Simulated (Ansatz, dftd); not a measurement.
System: CHO$_{2}$, charge 0, doublet. CHO2 (SMILES O=[C]O, doublet).
B3LYP-D3(BJ)/def2-TZVP minimum from Ansatz (a first-principles code):
```xyz
4

O     -1.0465    -0.3887    -0.0006
C     -0.0138     0.4391     0.0046
O      1.1479     0.2237    -0.0014
H     -0.7282    -1.3146    -0.0112
```
Charge 0, spin multiplicity 2.

Quantity: atomisation energy (electronic, to ground-state atoms), in kJ/mol. Open shells are spin-unrestricted; no spin-orbit coupling. CBS(X,Y): correlation extrapolated as X^-3, Hartree-Fock from the larger set (Q,5: extrapolated as (X+1)exp(-9√X)). A bracket is a step between two methods taken in the basis named. The functionals are non-relativistic, so their misses hold any scalar relativity. Double hybrids freeze cores in their MP2 part. 'core' is core correlation in cc-pwCVTZ, 'X2C' scalar relativity in cc-pVTZ-DK, both at CCSD(T). For partners of very few electrons the exact lower level stands in for a higher one.

Compared with CCSD(T)/CBS(cc-pVQZ,cc-pV5Z) + [CCSDT(Q) - CCSD(T)]/cc-pVTZ + core + X2C (Ansatz).

**Question.** Rank these levels by how close they come to it, closest first: PBE0-D4/def2-TZVPD (Ansatz + dftd4); B2GP-PLYP/def2-TZVPD (Ansatz); B2GP-PLYP-D3(BJ)/def2-TZVPD (Ansatz + dftd3); PBE0/def2-TZVPD (Ansatz); CAM-B3LYP/def2-TZVPD (Ansatz).

**Answer.** CAM-B3LYP/def2-TZVPD (1657.0 kJ/mol, difference 5.1), PBE0/def2-TZVPD (1659.0 kJ/mol, difference 7.1), PBE0-D4/def2-TZVPD (1661.7 kJ/mol, difference 9.8), B2GP-PLYP-D3(BJ)/def2-TZVPD (1627.9 kJ/mol, difference -24.0), B2GP-PLYP/def2-TZVPD (1626.0 kJ/mol, difference -25.9)
